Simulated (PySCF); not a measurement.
Predicted microwave data (CAM-B3LYP/def2-SVPD in PySCF (dipole) on a GFN2-xTB geometry, gas phase) for one isomer of C3H3NS:

- Rotational constants: A = 8532, B = 5813, C = 3458 MHz
- Dipole components: |μa| = 1.14 D, |μb| = 2.16 D, |μc| = 0.00 D
- Inertial defect: 0.00 u·Å²
- κ: -0.07

Question: Which candidate fits, each taken in the one conformer that was computed?
A. `[CH2:1]=[CH:2][S:3][C:4]#[N:5]` with C1–C2–S3–C4 0°
B. `N#C[C@@H]1CS1`
C. `c1cnsc1` (isothiazole)

Answer: C. It is c1cnsc1, an asymmetric top, point group Cs. The candidates at the same level (rigid rotor, commonest isotopes):

```tsv
SMILES	A (MHz)	B (MHz)	C (MHz)	μa (D)	μb (D)	μc (D)	Δ (u·Å²)	point group	rotor
N#C[C@@H]1CS1	10995	2787	2467	2.86	2.31	1.07	-22.43	C1	near-prolate asymmetric top
c1cnsc1	8532	5813	3458	1.14	2.16	0.00	0.00	Cs	asymmetric top
C=CSC#N	6789	3657	2377	3.52	1.09	0.00	0.00	Cs	asymmetric top
```

`C=CSC#N` has B 37 % too low; `N#C[C@@H]1CS1` has B 52 % too low. In the right answer the mirror of this Cs structure is the ab plane, so μc vanishes by symmetry. No structure here is proved a minimum.
